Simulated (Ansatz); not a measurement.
C$_{3}$H$_{4}$O (`C=C1CO1`) at its PBE0-D4/def2-TZVP geometry, where that method's forces vanish. Total charge 0; spin multiplicity 1.

```xyz
8

C     0.6407   -1.2138    0.3936
C     0.2144   -0.0443   -0.0271
C    -0.7348    0.9941   -0.2767
O     0.6872    1.0676   -0.6184
H     1.6803   -1.4953    0.2907
H    -0.0533   -1.9054    0.8486
H    -1.3977    0.9344   -1.1346
H    -1.0368    1.6627    0.5239
```

Q: What forces (eV/Å) does r2SCAN-D4/def2-TZVPP give on these atoms in the Gaussian-basis code of Ansatz? (Best estimate.)

A: The calculation gave: 
```
C1   0.090 -0.192  0.065
C2  -0.160 -0.092  0.075
C3  -0.450 -0.004  0.100
O4   0.507  0.250 -0.220
H5  -0.016  0.003  0.003
H6   0.012  0.016 -0.010
H7   0.008  0.010 -0.004
H8   0.008  0.009 -0.008
```
